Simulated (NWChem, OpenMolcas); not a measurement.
Predicting a hybrid from its neighbours: CHFO (formyl fluoride)

CHFO: 4 atoms, total charge 0, spin state singlet. SMILES: `O=CF`. The coordinates come from a PBE0-D4/def2-TZVP relaxation.

The dipole moment y, in D, basis def2-TZVPP; a is the functional's share of exact exchange. Programs: NWChem 7.3.0, OpenMolcas 26.06.

| functional | program | a | y (D) |
| --- | --- | --- | --- |
| r2SCAN | NWChem | 0 | 2.04 |
| BLYP | OpenMolcas | 0 | 1.97 |
| B3LYP | OpenMolcas | 0.2 | 2.09 |
| PBE0 | NWChem | 0.25 | ? |
| BHLYP | OpenMolcas | 0.5 | 2.25 |

**Question.** Fit y = c + s·a to the known rows and predict PBE0.

**Answer.** 
1. Means of the 4 rows: a = 0.1750, y = 2.087.
2. Σ(Δa)² = 0.1675, Σ(Δa·Δy) = 0.08175, so the slope is 0.08175/0.1675 = 0.48806.
3. Intercept: 2.087 − (0.48806) × 0.1750 = 2.002. The largest residual of the fit is 0.038.
4. PBE0: 2.002 + (0.48806) × 0.25 = 2.12 D.

The run gave 2.09 D, so the prediction is off by +0.03 D, within the scatter of the fit. More exact exchange makes the molecule more polar here. The rows mix families of semi-local functionals, which the line can't see. The measured value is 2.02 D (NIST CCCBDB).
